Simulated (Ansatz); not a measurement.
Molecule: sum formula HOCl, net charge 0, singlet state. 
Structure (B3LYP-D3(BJ)/def2-TZVP (Ansatz, an electronic-structure program) minimum search):
```
O
H 1 0.9686
Cl 1 1.7015 2 103.27
```
Charge 0, spin multiplicity 1.

Computed values are from Ansatz. Correlated levels leave the core frozen unless marked. UHF or UKS for open shells. Spin-orbit coupling is left out. No relativistic terms. CBS marks a two-point X^-3 extrapolation of the correlation energy; Hartree-Fock from the larger set.

**Question.** What is the T1 diagnostic at CCSD/aug-cc-pV(Q+d)Z?

**Answer.** 0.011.

**Question.** What is the dipole moment at CCSD(T)/aug-cc-pV(D+d)Z?

**Answer.** 1.52 D.

**Question.** What is the vertical electron affinity (to the doublet; negative means unbound) at CCSD(T)/CBS(def2-TZVPPD,def2-QZVPPD)?

**Answer.** -0.18 eV.

**Question.** What is the total energy at CCSD(T)/CBS(aug-cc-pV(T+d)Z,aug-cc-pV(Q+d)Z)?

**Answer.** -535.4750 Eh.

**Question.** What is the vertical triplet-singlet gap at CCSD(T)/CBS(def2-TZVPPD,def2-QZVPPD)?

**Answer.** 3.36 eV.
